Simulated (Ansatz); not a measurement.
## Cs₆Sn₂P₂Se₁₄ (P-1, No. 2; cell taken from a computed entry)

Calculation: r²SCAN+SOC (Ansatz, a first-principles code, PAW).

Settings: plane-wave cutoff 560 eV, 4×4×4 k mesh, Fermi–Dirac smearing 0.01 eV, PAW data made under PBE.

Cell: relaxed with PBEsol: a = 7.4027 Å, b = 9.8627 Å, c = 12.1926 Å, α = 80.13°, β = 88.18°, γ = 70.46°.

For Cs₆Sn₂P₂Se₁₄ (P-1, No. 2; cell taken from a computed entry), the band gap is 1.80 eV (on the SCF k mesh). The Γ–Γ gap is 1.92 eV.

Note: cell and atoms aren't relaxed at this level (largest force component 0.16 eV/Å, pressure 0.8 GPa).

Static lattice: no zero-point or thermal effects.
